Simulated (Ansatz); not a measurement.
Molecule (SMILES): [C-]#[NH+] (C-NH).
Atoms: C1, N2, H3. Bonds: C1-N2, N2-H3.

Basis-set convergence of the optimised N2-H3 bond length at PBE0 with Ansatz (a first-principles code). All functions are spherical. The program fits the integrals of some runs and decomposes those of others, by size. No added dispersion term, no relativity. Reference: the value in aug-pcseg-3, 0.9961 Å. Deviations are taken from unrounded values.

```tsv
basis	functions
def2-SV(P)	30
cc-pVDZ	33
def2-SVP	33
aug-pcseg-1	55
def2-TZVP	68
cc-pVTZ	74
def2-TZVPP	76
aug-pcseg-2	115
cc-pVQZ	140
def2-QZVPP	144
aug-pcseg-3	219
```

**Question.** Which is the smallest set listed that can be trusted to 0.003 Å here, that is, within that of the reference together with its larger relatives (same family, alike in diffuse functions; a set with none to test it counts only in the reference's own line)?

**Answer.** The smallest set listed that lies within 0.003 Å of the reference with all its larger relatives (same family, alike in diffuse functions; a set with none counts only in the reference's own line) is def2-TZVP (68 functions, 0.0010 Å off). Value minus reference: def2-SV(P) 0.0070, cc-pVDZ 0.0072, def2-SVP 0.0075, aug-pcseg-1 0.0043, def2-TZVP 0.0010, cc-pVTZ 0.0000, def2-TZVPP 0.0003, aug-pcseg-2 0.0003, cc-pVQZ -0.0001, def2-QZVPP 0.0000, aug-pcseg-3 0.0000 Å.
